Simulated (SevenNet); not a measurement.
## Fluorite CdF2

Calculation: the machine-learned potential SevenNet-l3i5 (trained on PBE and PBE+U data).

Cell (relaxed at this level):

```
CELL_PARAMETERS angstrom
      0.00000     2.74438     2.74438
      2.74438     0.00000     2.74438
      2.74438     2.74438     0.00000
ATOMIC_POSITIONS crystal
  Cd 0.00000 0.00000 0.00000
  F  0.25000 0.25000 0.25000
  F  0.75000 0.75000 0.75000
```

For fluorite CdF2, the lattice constant a is 5.489 Å and the volume per atom comes out as 13.78 Å³/atom.

Measured, for comparison: lattice constant a 5.388 Å (temperature not stated, copied from a table, unchecked, no zero-point or thermal correction; as tabulated in Crystal Structures 1, 239 (1963)). Computed (rounded) less measured: lattice constant a not scored (unchecked).

A machine-learned potential is trained on density-functional data: it inherits that level's misses and adds fitting errors of its own.

Note: this model's volume lies 6 % above that of the starting cell (a measured, published or database cell).
